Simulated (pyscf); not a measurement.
Single points on ωB97X-D3(BJ)/def2-SVP structures (PySCF, gas phase).

Estimate by transition-state theory (the high-pressure limit) the rate constant of O=Ge=O + H₂ → O=GeH–OH (singlet surface; H–H broken, Ge–H, H–O formed) at 900 K, with ωB97M-D3(BJ)/def2-TZVP energies (ideal gas, 1 atm, RRHO with modes under 100 cm⁻¹ raised to 100, one conformer, R ln 2 for chiral ones without a mode under 150 cm⁻¹; no tunnelling).

The electronic barrier is 24.8 kcal/mol and the thermal terms add +22.2, so ΔG‡ = 47.0 kcal/mol. With k_BT/h = 1.88e+13 s⁻¹ and RT = 1.788 kcal/mol, and a volume of 1.23e-19 cm³ per molecule at 1 atm, k = 8.9e-18 cm³ molecule⁻¹ s⁻¹. The product is born with the 72 kcal/mol of the reverse barrier and needs collisions to keep. Wigner's tunnelling factor for 1658i cm⁻¹ would be 1.29. A shift of 1 kcal/mol in the barrier changes k by a factor 1.7. On the product side the descent ends in a point that may be a rotor saddle (no frequency run), 3.4 kcal/mol over the lowest minimum found and 69.1 kcal/mol under the saddle at ωB97X-D3(BJ)/def2-TZVP. At the saddle there is also a short Ge–H contact that neither side keeps. O=GeH–OH lies 42.7 kcal/mol over its isomer HO–Ge:–OH [singlet] (electronic energy, ωB97M-D3(BJ)/def2-TZVP). One saddle was located; it need not be the lowest between these sides. Elements up to Kr have no core potential and no relativistic terms here.
